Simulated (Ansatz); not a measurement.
# CHN (singlet): wave-function methods side by side at scale of all distances = 0.869, 6-31G

Aim: climb from Hartree-Fock through coupled cluster and multireference methods for CHN (singlet) at one geometry and basis, and see what each rung misses.

Computed with Ansatz 0.2.0, Gaussian basis. Level: 6-31G, core rule «outside noble gas», up to 2 orbitals frozen.

Plan: UHF; CCSD(T) on RHF; BCCD(T) on RHF; CISD; CCSDT(Q) on RHF; CCSDTQ on RHF; CASSCF and MRCISD+Q, 2 electrons in 2 orbitals; CASSCF and NEVPT2, 2 electrons in 2 orbitals; CASSCF and MRCISD+Q, 10 electrons in 9 orbitals; CASSCF and MRCISD+Q(relaxed), 10 electrons in 9 orbitals; CASSCF and NEVPT2, 10 electrons in 9 orbitals; Full CI.

11 further runs of the same task are left out: 1 for a known fault of the program, 7 that didn't finish, 3 set aside as unsound or not needed.

**1. What is computed**

The geometry derives from a PBE0/def2-TZVP stationary point (not a proven minimum). All distances are scaled together.

3 atoms, charge 0, spin multiplicity 1.

Atoms are counted from 1 here; the program's logs count them from 0.

Bond lengths: N1–C2 0.996 Å, C2–H3 0.929 Å. Angles: N1–C2–H3 180.0°.

Geometry (Å):

```
N     0.00000    0.00000    0.97326
C     0.00000    0.00000   -0.02227
H     0.00000    0.00000   -0.95099
```

**2. UHF**

Contents of in.yaml:

```yaml
crystal:
  periodic: [false, false, false]
  atoms:
    - {symbol: N, position_ang: [0.000000, 0.000000, 0.973262]}
    - {symbol: C, position_ang: [0.000000, 0.000000, -0.022270]}
    - {symbol: H, position_ang: [0.000000, 0.000000, -0.950992]}
basis:
  gaussian: {orbitals: 6-31G}
magnetization: {spin_polarized: true, initial_magnetization: 0}
hamiltonian: {xc: hf}
output: {orbitals: {seedname: orbitals}}
```

Command:

```sh
$ ansatz run in.yaml --threads 1 --pin off --events-out ev --progress --plain --max-ram 2393MiB
```

The runs that follow: CCSD(T) on RHF; BCCD(T) on RHF; CISD; CCSDT(Q) on RHF; CCSDTQ on RHF; CASSCF and MRCISD+Q, 2 electrons in 2 orbitals; CASSCF and NEVPT2, 2 electrons in 2 orbitals; CASSCF and MRCISD+Q, 10 electrons in 9 orbitals; CASSCF and MRCISD+Q(relaxed), 10 electrons in 9 orbitals; CASSCF and NEVPT2, 10 electrons in 9 orbitals; Full CI.

**Question.** What will the summary of the whole plan be? Wanted: FCI below the RHF energy; RMP2 from FCI; RCCSD from FCI; RCCSD(T) from FCI; RCCSDT(Q) from FCI; NEVPT2 pair from FCI; MRCISD+Q pair from FCI; NEVPT2 valence from FCI; T1 diagnostic.

As calculated:

| quantity | value |
| --- | --- |
| FCI below the RHF energy | -5.1415 eV |
| RMP2 from FCI | +344.0 meV |
| RCCSD from FCI | +142.6 meV |
| RCCSD(T) from FCI | +25.4 meV |
| RCCSDT(Q) from FCI | +0.2 meV |
| NEVPT2 pair from FCI | +317.2 meV |
| MRCISD+Q pair from FCI | +88.0 meV |
| NEVPT2 valence from FCI | +418.3 meV |
| levels within 1 kcal/mol (43 meV) | RCCSD(T), BCCD(T), RCCSDT, RCCSDT(Q), RCCSDTQ, MRCISD+Q valence, MRCISD+Q(relaxed) valence |
| T1 diagnostic | 0.009 |
| effectively unpaired electrons | 0.05 |

In words: RCCSD(T) misses by +25.4 meV, 0.5 % of the correlation energy. One determinant dominates. Of the multireference levels listed MRCISD+Q(relaxed) valence comes nearest in total energy (+4.3 meV), which doesn't show that its space is the better one. These misses are within one basis, not against nature.
